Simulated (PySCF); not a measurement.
# Worked example: BH$_{3}$⁺, doublet against BH₃, singlet

Geometry (PBE0/def2-TZVP stationary point of a singlet), kept for both states:

```xyz
4

B     0.0000    0.0000    0.0000
H     1.1934    0.0146   -0.0003
H    -0.6093    1.0262   -0.0028
H    -0.5841   -1.0408    0.0031
```

Basis aug-cc-pVDZ; PySCF 2.14.0. Correlated methods freeze the noble-gas cores. R marks a restricted (for open shells ROHF) determinant, U an unrestricted one.

Full CI isn't at hand for all of this; RCCSDT serves as the reference. It lacks quadruple excitations. The frozen core follows each run's orbitals, which can shift R against U totals by a few meV.

The determinant for coupled cluster was chosen by a search with trial CCSD, here up to 0.13 eV above the lowest Hartree–Fock solution of its kind.

```json
{"level": "UMP2", "E(BH3, singlet) (hartree)": "-26.486640", "E(BH3⁺, doublet) (hartree)": "-26.004681"}
{"level": "UCCSD(T)", "E(BH3, singlet) (hartree)": "-26.512540", "E(BH3⁺, doublet) (hartree)": "-26.029069"}
{"level": "PBE", "E(BH3, singlet) (hartree)": "-26.542220", "E(BH3⁺, doublet) (hartree)": "-26.066993"}
{"level": "PBE0", "E(BH3, singlet) (hartree)": "-26.556721", "E(BH3⁺, doublet) (hartree)": "-26.077479"}
{"level": "RCCSDT", "E(BH3, singlet) (hartree)": "-26.512936", "E(BH3⁺, doublet) (hartree)": "-26.029491"}
```

Problem. Give the vertical gap, BH3⁺ doublet less BH3 singlet, at each level in eV (1 hartree = 27.2114 eV), and each error against RCCSDT.

Solution. RCCSDT: (-26.029491 − (-26.512936)) × 27.2114 = 13.155 eV (the reference)
PBE0: (-26.077479 − (-26.556721)) × 27.2114 = 13.041 eV, error -0.114 eV
PBE: (-26.066993 − (-26.542220)) × 27.2114 = 12.932 eV, error -0.223 eV
UCCSD(T): (-26.029069 − (-26.512540)) × 27.2114 = 13.156 eV, error 0.001 eV
UMP2: (-26.004681 − (-26.486640)) × 27.2114 = 13.115 eV, error -0.040 eV

Total energies of functionals can't be set beside those of wave-function methods, since they hold the core's correlation and their own absolute errors; only the differences compare.

In so small a basis the reference is far from its limit while semilocal and hybrid functionals are nearer theirs, so the functionals' errors here hold much of the reference's basis and frozen-core error, which can add to them or hide them.

Each level lands on the state that its own search finds. T1 diagnostics of restricted CCSD: 0.005 and 0.024.
